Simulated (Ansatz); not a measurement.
Two shapes of singlet BNH6.

Shape 1:

```xyz
8

B    -0.0009   -0.0469   -0.8981
N     0.0271   -0.0101    0.7603
H     0.0480   -1.1730   -1.2297
H    -1.0455    0.5784   -1.2845
H     0.9829    0.5596   -1.2364
H     0.0302    0.9600    1.1276
H    -0.8685   -0.4962    1.0983
H     0.7807   -0.4709    1.0640
```

Shape 2:

```xyz
8

B     0.0437   -0.0163   -0.8525
N    -0.0422   -0.0105    0.7465
H     0.0703   -1.1321   -1.1765
H    -1.0660    0.5124   -1.2997
H     0.9280    0.5298   -1.2033
H     0.0952    0.9392    1.1090
H    -0.9179   -0.5339    1.0645
H     0.8304   -0.4332    1.0306
```

Basis set: 6-31G (spherical functions). Correlated methods keep 2 orbitals frozen. Charge 0, multiplicity 1.

Computed with Ansatz (development build ahead of 0.2.0); each method stands on the lowest determinant of its kind that the runs found.

Which shape is lower in energy, and by how much in each method?

| method | E(2) − E(1) (eV) |
| --- | --- |
| RHF | 0.289 |
| RHF-MP2 | 0.254 |

Shape 1 is lower.
